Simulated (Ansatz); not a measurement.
## Ansatz (development build ahead of 0.2.0) run

```yaml
crystal:
  periodic: [false, false, false]
  atoms:
    - { symbol: C, position_ang: [0.0, 0.0, 0.0] }
    - { symbol: B, position_ang: [0.0, 3.3463, 1.932] }
    - { symbol: Al, position_ang: [0.0, -4.1202, 2.3788] }
basis:
  gaussian: { orbitals: pcseg-2 }
total_charge: 1
magnetization:
  spin_polarized: true
  initial_magnetization: 1
hamiltonian:
  xc: { name: wB97X }
```

The input is written out in the form of the current development build from the run's settings.

Output:

| Property | Result |
| --- | --- |
| Converged | yes |
| Total energy | -304.63876 hartree |
| Spin squared of the determinant | 1.754 |
| Stability test | minimum |

Caution: charge can spread falsely over distant fragments; the unrestricted determinant is a mixture of spin states.
